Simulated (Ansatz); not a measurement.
Ansatz (an electronic-structure program) input (B3LYP-D3(BJ)/def2-TZVP):

Ansatz 0.2 input:
```yaml
crystal:
  periodic: [false, false, false]
  atoms:
    - {symbol: Si, position_ang: [0.13481390, -0.00182868, 0.00000152]}
    - {symbol: H, position_ang: [-0.95884006, -1.10354087, 0.01036727]}
    - {symbol: H, position_ang: [-0.92855461, 1.12914243, -0.01038861]}
basis:
  gaussian:
    orbitals: def2-TZVP
hamiltonian:
  xc: b3lyp
  dispersion: d3bj
total_charge: -1
magnetization: {spin_polarized: true, initial_magnetization: 1}
phonons: {temperatures: {t_min: 298.15, t_max: 298.15, t_step: 100}}
```

Output:

```
Functional definition: B3LYP
integrals: 0.01 GiB planned
349 factors; their error is unknown
mean field: 0.11 GiB planned
mean field evaluation 1: about -7909.5096 eV, gradient 5.5e0 eV
mean field evaluation 2: about -7909.6211 eV, gradient 3.6e0 eV
mean field evaluation 4: about -7909.6893 eV, gradient 1.1e-1 eV
mean field evaluation 8: about -7909.7150 eV, gradient 1.3e-2 eV
mean field -7909.71502863 eV, -290.6766659047 hartree, gradient 2.2e-5 eV, S^2 0.755469; 0 other end points of the search recorded, 0 dependent functions left out
the calculation of the forces begins
reference -7909.71522870 eV, -290.6766732572 hartree; 9, 8 occupied and 40, 41 virtual orbitals, 349 factors
these checks for a lower state are left out or cut short: stability, starts, cluster_reference, orbital_swaps, neighbouring_geometries, increment
integrals: 0.01 GiB planned
349 factors; their error is unknown
mean field: 0.11 GiB planned
mean field evaluation 16: about -7909.6894 eV, gradient 6.0e-2 eV
mean field -7909.71499629 eV, -290.6766647164 hartree, gradient 1.5e-6 eV, S^2 0.755468; 0 other end points of the search recorded, 0 dependent functions left out
the calculation of the forces begins
reference -7909.71519634 eV, -290.6766720679 hartree; 9, 8 occupied and 40, 41 virtual orbitals, 349 factors
these checks for a lower state are left out or cut short: stability, starts, cluster_reference, orbital_swaps, neighbouring_geometries, increment
integrals: 0.01 GiB planned
349 factors; their error is unknown
mean field: 0.11 GiB planned
mean field -7909.71500477 eV, -290.6766650277 hartree, gradient 1.6e-6 eV, S^2 0.755469; 0 other end points of the search recorded, 0 dependent functions left out
the calculation of the forces begins
reference -7909.71520486 eV, -290.6766723811 hartree; 9, 8 occupied and 40, 41 virtual orbitals, 349 factors
these checks for a lower state are left out or cut short: stability, starts, cluster_reference, orbital_swaps, neighbouring_geometries, increment
integrals: 0.01 GiB planned
349 factors; their error is unknown
mean field: 0.11 GiB planned
mean field evaluation 32: about -7909.7150 eV, gradient 8.4e-6 eV
mean field -7909.71500750 eV, -290.6766651282 hartree, gradient 1.3e-6 eV, S^2 0.755467; 0 other end points of the search recorded, 0 dependent functions left out
the calculation of the forces begins
reference -7909.71520757 eV, -290.6766724806 hartree; 9, 8 occupied and 40, 41 virtual orbitals, 349 factors
these checks for a lower state are left out or cut short: stability, starts, cluster_reference, orbital_swaps, neighbouring_geometries, increment
integrals: 0.01 GiB planned
349 factors; their error is unknown
mean field: 0.11 GiB planned
mean field -7909.71500463 eV, -290.6766650229 hartree, gradient 1.4e-6 eV, S^2 0.755470; 0 other end points of the search recorded, 0 dependent functions left out
the calculation of the forces begins
reference -7909.71520471 eV, -290.6766723754 hartree; 9, 8 occupied and 40, 41 virtual orbitals, 349 factors
these checks for a lower state are left out or cut short: stability, starts, cluster_reference, orbital_swaps, neighbouring_geometries, increment
integrals: 0.01 GiB planned
349 factors; their error is unknown
mean field: 0.11 GiB planned
mean field -7909.71502085 eV, -290.6766656187 hartree, gradient 1.7e-6 eV, S^2 0.755469; 0 other end points of the search recorded, 0 dependent functions left out
the calculation of the forces begins
reference -7909.71522093 eV, -290.6766729717 hartree; 9, 8 occupied and 40, 41 virtual orbitals, 349 factors
these checks for a lower state are left out or cut short: stability, starts, cluster_reference, orbital_swaps, neighbouring_geometries, increment
integrals: 0.01 GiB planned
349 factors; their error is unknown
mean field: 0.11 GiB planned
mean field -7909.71501555 eV, -290.6766654239 hartree, gradient 1.6e-6 eV, S^2 0.755469; 0 other end points of the search recorded, 0 dependent functions left out
the calculation of the forces begins
reference -7909.71521560 eV, -290.6766727758 hartree; 9, 8 occupied and 40, 41 virtual orbitals, 349 factors
Total energy: -7909.75980805 eV, -290.6783115180 hartree
Atom 0 at     0.134814    -0.001829     0.000002 Å, force     0.000344    -0.000005     0.000000 eV/Å
Atom 1 at    -0.958840    -1.103541     0.010367 Å, force    -0.000173    -0.000058     0.000001 eV/Å
Atom 2 at    -0.928555     1.129142    -0.010389 Å, force    -0.000171     0.000063    -0.000001 eV/Å
Dipole moment:    -0.020146     0.000273    -0.000000 e Å
Vibrations: 963.16 1843.64 1853.06 cm⁻¹, zero-point energy 0.288875 eV
```
